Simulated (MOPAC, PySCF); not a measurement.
Potential energy curve for SMILES C=O (CH₂O). The C1–H4 bond (C1 also carries H, O; H4 carries nothing else) is pulled apart rigidly from the PBE0/def2-TZVP optimised geometry.

- PM3, restricted, heats of formation (MOPAC)
- UCCSD(T) = CCSD(T) on UHF/cc-pVDZ, 2 core orbitals frozen in PySCF

Energies relative to the lowest point of each curve near equilibrium, in kJ/mol:

```csv
R / Å,PM3
0.94,45.7
1.05,2.3
1.11,0.0
1.14,2.7
1.38,71.4
1.51,125.3
1.65,192.7
1.82,281.7
1.99,365.4
2.69,591.7
3.02,652.1
3.90,760.1
```

What does UCCSD(T) give at the same points?

0.94: 69.4; 1.05: 8.4; 1.11: 0.0; 1.14: 0.2; 1.38: 58.3; 1.51: 105.7; 1.65: 156.9; 1.82: 215.6; 1.99: 266.4; 2.69: 365.2; 3.02: 371.8; 3.90: 375.2 (kJ/mol).

The restricted form behind PM3 keeps the bonding electrons paired and can't separate into open-shell fragments. The unrestricted determinant behind UCCSD(T) is spin-contaminated at 1.65 to 3.90 Å (<S²> up to 1.0, against 0.00 for a pure singlet).
